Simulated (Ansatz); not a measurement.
Mulliken charges of C2H6Si, SMILES `C[Si]C` from r2SCAN/def2-TZVPP in Ansatz (PBE0-D4/def2-TZVP geometry).

| atom | x (Å) | y (Å) | z (Å) | charge (e) |
| --- | --- | --- | --- | --- |
| C1 | -0.527 | 1.047 | -0.805 | -0.289 |
| Si2 | 0.897 | -0.200 | -0.913 | 0.185 |
| C3 | 0.602 | -1.069 | 0.746 | -0.289 |
| H4 | -1.431 | 0.480 | -1.082 | 0.064 |
| H5 | -0.440 | 1.875 | -1.511 | 0.073 |
| H6 | -0.704 | 1.437 | 0.203 | 0.059 |
| H7 | -0.456 | -1.193 | 1.001 | 0.059 |
| H8 | 1.118 | -2.027 | 0.837 | 0.073 |
| H9 | 1.029 | -0.397 | 1.507 | 0.064 |

Problem. By hand: the dipole of these point charges (1 e Å = 4.8032 D).

Solution. Σ q r = (0.100, -0.022, -0.103) e Å, of length 0.145 e Å = 0.70 D.

Problem. How does the dipole of the full density compare? (Estimate.)

Solution. Ansatz gave: (-0.210, 0.046, 0.215) e Å, 1.46 D; the point charges give 0.48 times that, at 180° from its direction, so they point the opposite way.

Point charges leave out the atoms' own dipoles, such as those of lone pairs, and Mulliken's split depends on the basis, so the two needn't agree.
